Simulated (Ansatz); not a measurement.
# SiH₄ (singlet): wave-function methods side by side at distance Si1–H5 = 1.805 Å, cc-pVDZ

One table from this session's results is given with a row withheld; the runs are named, their logs left out.

Computed with Ansatz 0.2.0, Gaussian basis. Level: cc-pVDZ, core rule «outside noble gas», up to 5 orbitals frozen.

To be run: UHF; CCSD(T) on RHF; BCCD(T) on RHF; CISD; CCSDT(Q) on RHF; CASSCF and MRCISD+Q, 2 electrons in 2 orbitals; CASSCF and NEVPT2, 2 electrons in 2 orbitals; CASSCF and MRCISD+Q, 8 electrons in 8 orbitals; CASSCF and NEVPT4(SD), 8 electrons in 8 orbitals; CASSCF and NEVPT2, 8 electrons in 8 orbitals.

18 further runs of the same task are left out: 2 for a mislabelled method, 12 that didn't finish, 4 set aside as unsound or not needed.

### What is computed

The geometry derives from a PBE0/def2-TZVP stationary point (not a proven minimum). One bond is set to the value named and the two fragments are kept rigid.

5 atoms, charge 0, spin multiplicity 1.

Atoms are counted from 1 here; the program's logs count them from 0.

Bond lengths: Si1–H2 1.485 Å, Si1–H3 1.485 Å, Si1–H4 1.485 Å. Angles: H2–Si1–H3 109.5°, H2–Si1–H4 109.5°, H3–Si1–H4 109.5°.

The first run:

in.yaml

```yaml
crystal:
  periodic: [false, false, false]
  atoms:
    - {symbol: Si, position_ang: [-0.005814, 0.005823, 0.005778]}
    - {symbol: H, position_ang: [0.850036, 0.864568, 0.862608]}
    - {symbol: H, position_ang: [-0.865366, -0.848599, 0.863223]}
    - {symbol: H, position_ang: [-0.860543, 0.861358, -0.855372]}
    - {symbol: H, position_ang: [1.037870, -1.039593, -1.031456]}
basis:
  gaussian: {orbitals: cc-pVDZ}
magnetization: {spin_polarized: true, initial_magnetization: 0}
hamiltonian: {xc: hf}
output: {orbitals: {seedname: orbitals}}
```

Started as:

```
ansatz run in.yaml --threads 1 --pin off --events-out ev --progress --plain --max-ram 2393MiB
```

Steps of the session up to this table: UHF; CCSD(T) on RHF; BCCD(T) on RHF; CISD; CCSDT(Q) on RHF; CASSCF and MRCISD+Q, 2 electrons in 2 orbitals; CASSCF and NEVPT2, 2 electrons in 2 orbitals; CASSCF and MRCISD+Q, 8 electrons in 8 orbitals; CASSCF and NEVPT4(SD), 8 electrons in 8 orbitals; CASSCF and NEVPT2, 8 electrons in 8 orbitals.

One of the session's tables, all rows but one given; the rest of the session is left out.

| method | from RCCSDT(Q) (meV) |
| --- | --- |
| RHF | +4160.0 |
| RMP2 | +973.9 |
| CISD | +306.7 |
| RCCSD | +95.4 |
| RCCSD(T) | +20.8 |
| BCCD(T) | +20.4 |
| RCCSDT | +2.0 |
| RCCSDT(Q) | 0 |
| CASSCF pair | +3624.8 |
| NEVPT2 pair | +889.6 |
| MRCISD pair | +223.2 |
| MRCISD+Q pair | ? |
| CASSCF valence | +2460.4 |
| NEVPT2 valence | +807.8 |
| NEVPT4(SD) valence | +130.6 |
| MRCISD valence | +116.1 |
| MRCISD+Q valence | +9.8 |

Estimate the missing values for MRCISD+Q pair.

The run gave: from RCCSDT(Q) (meV): -11.2. In the column «from RCCSDT(Q) (meV)» it is the lowest.
